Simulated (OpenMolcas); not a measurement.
**SiNH4 (SMILES [NH][SiH3]) at 6 levels**

We compute a comparison of 6 runs (UHF/STO-3G, UHF/3-21G, U-r2SCAN/def2-SVP, UPBE0/def2-SVP, ROMP2/aug-pcseg-1, ROCCSD(T)/6-311G**) of SiNH4. 

The results are computed with OpenMolcas 26.06.

3 further runs of the same task are left out: 3 set aside as unsound or not needed.

## Step 1: Starting point

SiNH4 has 6 atoms, charge 0, and is taken as a doublet. SMILES: `[NH][SiH3]`. The shape is that of a PBE0-D4/def2-TZVP optimisation.

Bond lengths: N1–Si2 1.753 Å, N1–H3 1.023 Å, Si2–H4 1.491 Å, Si2–H5 1.491 Å, Si2–H6 1.481 Å. Angles: N1–Si2–H4 110.8°, N1–Si2–H5 109.1°, N1–Si2–H6 109.3°, Si2–N1–H3 111.9°, H4–Si2–H5 108.6°, H4–Si2–H6 109.5°, H5–Si2–H6 109.5°.

## Step 2: Energy and forces at UHF/STO-3G (run 1)

The input, geom.xyz:

```xyz
6

N      0.592100    -0.835200     0.909500
Si    -0.203700     0.347600    -0.110000
H      0.922800    -1.640700     0.372700
H     -1.310600    -0.282300    -0.885500
H      0.789500     0.911800    -1.068900
H     -0.748100     1.434800     0.736200
```

The input, run.input:

```
* H4NSi Hartree-Fock
>>> EXPORT MOLCAS_PRINT=2

&GATEWAY
 BasLib
 $CurrDir
 Coord
 geom.xyz
 Basis
 STO-3G
 Group
 NoSym

&SEWARD

&SCF
 UHF
 Spin
 2
 Thresholds
 1e-10 1e-07 1e-07 1e-05
 PrOrbitals
 0

&ALASKA
```

The basis set STO-3G is read from a file made from the Basis Set Exchange's data (not shown).

Launch:

```
$ export MOLCAS_MEM=1860
$ pymolcas run.input > run.log
```

Standard output:

```text
--- Start Module: gateway ---
[...]
--- Stop Module: gateway /rc=_RC_ALL_IS_WELL_ ---
[...]
      Basis functions           18
[...]
--- Start Module: scf ---
[...]
       Convergence after  17 Iterations
[...]
::    Total SCF energy                               -341.6260666921
[...]
      Total spin, S                                     0.5044042401
[...]
      Total electronic charge=   25.000000
      Total            charge=   -0.000000
[...]
      Dipole Moment (debye):
      Origin of the operator (angstrom)=    0.0488   -0.0335    0.1914
                   X= -2.4583E-01               Y= -1.0186E-01               Z= -1.5606E+00           Total=  1.5832E+00
      Quadrupole Moment (debye*angstrom):
[...]
--- Stop Module: scf /rc=_RC_ALL_IS_WELL_ ---
[...]
--- Start Module: alaska ---
[...]
 *              Molecular gradients               *
 **************************************************
  Irreducible representation: a
 ------------------------------------------------------------------------------------------
                              X                       Y                       Z
 ------------------------------------------------------------------------------------------
  N1               -3.56385040663865E-03   -4.55831382550276E-03   -3.89213215969724E-02
  SI2               2.38976413035257E-02   -3.64113772884496E-02    4.13157952055223E-02
  H3               -6.50040765218973E-03    1.90078455046958E-02    2.02019549781616E-02
  H4               -2.48861565843246E-02   -1.42268255519902E-02   -1.80989017414275E-02
  H5                2.28991417626641E-02    1.23730561107778E-02   -2.19304686544488E-02
  H6               -1.18463684230417E-02    2.38156150504709E-02    1.74329418091772E-02
 ------------------------------------------------------------------------------------------
[...]
```

Wall time 3.3 s (1 thread of Arm Neoverse N1, shared host); peak memory 0.37 GiB.

## Step 3: Energy and forces at UHF/3-21G (run 2)

The input, calc.inp:

```
* H4NSi Hartree-Fock

&GATEWAY
  BASLIB = $CurrDir
  COORD
  6
  angstrom
  N        0.592100      -0.835200       0.909500
  Si      -0.203700       0.347600      -0.110000
  H        0.922800      -1.640700       0.372700
  H       -1.310600      -0.282300      -0.885500
  H        0.789500       0.911800      -1.068900
  H       -0.748100       1.434800       0.736200
  BASIS = 3-21G
  GROUP = NoSym

&SEWARD

&SCF
  UHF
  SPIN = 2
  THRESHOLDS = 1e-10 1e-07 1e-07 1e-05
  PRORBITALS = 1 2

&ALASKA
```

The basis set 3-21G is read from a file made from the Basis Set Exchange's data (not shown).

Launch:

```
$ export MOLCAS_MEM=1860
$ pymolcas calc.inp > calc.log
```

Standard output:

```text
--- Start Module: gateway ---
[...]
--- Stop Module: gateway /rc=_RC_ALL_IS_WELL_ ---
[...]
      Basis functions           30
[...]
--- Start Module: scf ---
[...]
       Convergence after  18 Iterations
[...]
::    Total SCF energy                               -343.8071586930
[...]
      Total spin, S                                     0.5039261371
[...]
      Total electronic charge=   25.000000
      Total            charge=   -0.000000
[...]
      Dipole Moment (debye):
      Origin of the operator (angstrom)=    0.0488   -0.0335    0.1914
                   X= -9.5824E-02               Y= -4.8404E-01               Z= -1.8395E+00           Total=  1.9046E+00
      Quadrupole Moment (debye*angstrom):
[...]
--- Stop Module: scf /rc=_RC_ALL_IS_WELL_ ---
[...]
--- Start Module: alaska ---
[...]
 *              Molecular gradients               *
 **************************************************
  Irreducible representation: a
 ------------------------------------------------------------------------------------------
                              X                       Y                       Z
 ------------------------------------------------------------------------------------------
  N1               -1.42759074172072E-02    2.43863558489172E-02   -9.67163755838563E-03
  SI2               1.68950971689492E-02   -2.81943782186582E-02    1.38943305926325E-02
  H3               -3.55158066488837E-03    4.39990232050880E-03   -7.19854451434232E-03
  H4               -1.10950214111671E-04   -5.61718689790158E-04    5.47522896456210E-04
  H5                9.16188624091596E-04   -2.14069337387102E-04    5.07505265177954E-04
  H6                1.27152503156980E-04    1.83908076413442E-04    1.92082331846466E-03
 ------------------------------------------------------------------------------------------
[...]
```

It took 3.6 s on 1 thread of Arm Neoverse N1, shared host; peak memory 0.37 GiB.

Runs 3 to 4 aren't shown in full; the table further down has their settings and results.

## Step 4: A single-point energy at ROMP2/aug-pcseg-1 (Cholesky decomposition) (run 5)

The input, struct.xyz:

```xyz
6

N      0.592100    -0.835200     0.909500
Si    -0.203700     0.347600    -0.110000
H      0.922800    -1.640700     0.372700
H     -1.310600    -0.282300    -0.885500
H      0.789500     0.911800    -1.068900
H     -0.748100     1.434800     0.736200
```

The input, run.input:

```
* H4NSi ROMP2
>>> EXPORT MOLCAS_PRINT=2
&GATEWAY
BasLib
$CurrDir
Coord
struct.xyz
Basis
aug-pcseg-1
Group
NoSym
&SEWARD
High
&SCF
UHF
Spin
2
PrOrbitals
1
&RASSCF
FileOrb
$Project.UnaOrb
Spin
2
Nactel
1 0 0
Inactive
12
Ras2
1
OutOrbitals
Canonical
OrbListing
Nothing
&CASPT2
IPEA
0.0
Frozen
6
```

The basis set aug-pcseg-1 is read from a file made from the Basis Set Exchange's data (not shown).

Launch:

```
$ export MOLCAS_MEM=1860
$ pymolcas run.input > run.log
```

Standard output:

```text
--- Start Module: gateway ---
[...]
--- Stop Module: gateway /rc=_RC_ALL_IS_WELL_ ---
[...]
      Basis functions           86
[...]
       Convergence after  16 Iterations
[...]
::    Total SCF energy                               -345.6409297385
[...]
      Total spin, S                                     0.5044183574
[...]
--- Start Module: rasscf ---
[...]
      Number of active orbitals                  1
[...]
      Spin quantum number                      0.5
[...]
      Active orbitals                            1
[...]
      Number of CSFs                             1
[...]
      Number of root(s) required                 1
[...]
      Convergence after  8 iterations
[...]
      printout of CI-coefficients larger than  0.05 for root  1
      energy=    -345.636761
      conf/sym  1     Coeff  Weight
             1  u   1.00000 1.00000
      Natural orbitals and occupation numbers for root  1
      sym 1:   1.000000
      ************************************************************************************************************************
      *                                                    Final results                                                     *
[...]
::    RASSCF root number  1 Total energy:   -345.63676085
[...]
      Total electronic charge=   25.000000
      Total            charge=   -0.000000
[...]
      Dipole Moment (debye):
      Origin of the operator (angstrom)=    0.0488   -0.0335    0.1914
                   X= -5.3772E-02               Y= -4.0851E-01               Z= -1.3597E+00           Total=  1.4207E+00
      Quadrupole Moment (debye*angstrom):
[...]
--- Stop Module: rasscf /rc=_RC_ALL_IS_WELL_ ---
[...]
--- Start Module: caspt2 ---
[...]
      E2 (Variational):          -0.2561967086
      Total energy:            -345.8929575578
[...]
      Reference weight:           0.91274
[...]
::    CASPT2 Root  1     Total energy:   -345.89295756
[...]
```

Run time: 19 s. Hardware: 1 thread of Arm Neoverse N1, shared host; peak memory 0.22 GiB.

## Step 5: A single-point energy at ROCCSD(T)/6-311G(d,p) (run 6)

The input, job.inp:

```
&GATEWAY
 BasLib = $CurrDir
 BasisSet
 N.6-311Gss....
 N1 0.592100 -0.835200 0.909500 angstrom
 End of Basis
 BasisSet
 Si.6-311Gss....
 Si2 -0.203700 0.347600 -0.110000 angstrom
 End of Basis
 BasisSet
 H.6-311Gss....
 H3 0.922800 -1.640700 0.372700 angstrom
 H4 -1.310600 -0.282300 -0.885500 angstrom
 H5 0.789500 0.911800 -1.068900 angstrom
 H6 -0.748100 1.434800 0.736200 angstrom
 End of Basis

&SEWARD

&SCF
 UHF
 Spin = 2
 Thresholds = 1e-10 1e-07 1e-07 1e-05
 PrOrbitals = 1

&RASSCF
 FileOrb = $Project.UnaOrb
 Spin = 2
 Nactel = 1 0 0
 Inactive = 12
 Ras2 = 1
 OutOrbitals = Canonical
 OrbListing = Nothing

&MOTRA
 JobIph
 Frozen = 6

&CCSDT
 CCT
 Triples = 3
 Iterations = 80
 Accuracy = 1e-08
 Extrapolation = 5 4
```

The basis set 6-311G** is read from a file made from the Basis Set Exchange's data (not shown).

Launch:

```
$ export MOLCAS_MEM=1860
$ pymolcas job.inp > job.log
```

Standard output:

```text
--- Start Module: gateway ---
[...]
--- Stop Module: gateway /rc=_RC_ALL_IS_WELL_ ---
[...]
      Basis functions           68
[...]
       Convergence after  19 Iterations
[...]
::    Total SCF energy                               -345.6930445015
[...]
      Total spin, S                                     0.5041124874
[...]
      Number of active orbitals                  1
[...]
      Spin quantum number                      0.5
[...]
      Active orbitals                            1
[...]
      Number of CSFs                             1
[...]
      Number of root(s) required                 1
[...]
      Convergence after  8 iterations
[...]
      printout of CI-coefficients larger than  0.05 for root  1
      energy=    -345.688967
      conf/sym  1     Coeff  Weight
             1  u   1.00000 1.00000
      Natural orbitals and occupation numbers for root  1
      sym 1:   1.000000
      ************************************************************************************************************************
      *                                                    Final results                                                     *
[...]
::    RASSCF root number  1 Total energy:   -345.68896688
[...]
      Total electronic charge=   25.000000
      Total            charge=   -0.000000
[...]
      Dipole Moment (debye):
      Origin of the operator (angstrom)=    0.0488   -0.0335    0.1914
                   X= -6.5793E-02               Y= -4.5393E-01               Z= -1.5394E+00           Total=  1.6063E+00
      Quadrupole Moment (debye*angstrom):
[...]
--- Start Module: motra ---
[...]
--- Start Module: ccsdt ---
[...]
      Convergence after                    21  Iterations
      Total energy (diff) :    -345.98068953       0.00000000
[...]
 METHOD                       : CCSD+T(CCSD)+<T3(1)WT1>+<T3(1)UT2> = CCSD(T)
[...]
       CCSD     =      -345.9806895348721
[...]
```

Wall time 21 s (1 thread of Arm Neoverse N1, shared host); peak memory 0.41 GiB.

## Step 6: Overview of the runs

```csv
run,level,integration grid,integral approximation,energy (Eh),dipole moment (D),HOMO energy (eV),LUMO energy (eV),wall time
1,UHF/STO-3G,–,none,-341.626067,1.58,-8.28,8.35,3.3 s
2,UHF/3-21G,–,none,-343.807159,1.90,-10.81,2.55,3.6 s
3,U-r2SCAN/def2-SVP,UltraFine,none,-346.384561,1.47,-6.58,-4.02,49 s
4,UPBE0/def2-SVP,UltraFine,none,-346.252005,1.47,-7.76,-3.14,34 s
5,ROMP2/aug-pcseg-1 (Cholesky decomposition),–,CD high,-345.892958,–,–,–,19 s
6,ROCCSD(T)/6-311G**,–,none,-345.987727,–,–,–,21 s
```

## Step 7: What came out

| quantity | value |
| --- | --- |
| run 6: total energy | -345.98773 Eh |
| run 6: (T) correction | -7.04 mEh |

**Reading.** Over runs 1, 2, 3, 4 the dipole moment (its size) runs from 1.47 D (U-r2SCAN/def2-SVP) to 1.90 D (UHF/3-21G). The two ends differ in method and basis. Totals of different functionals can't be ranked against each other. In run 1 the basis is minimal, so the values are rough. All runs together took 2.2 min, the longest 49 s.
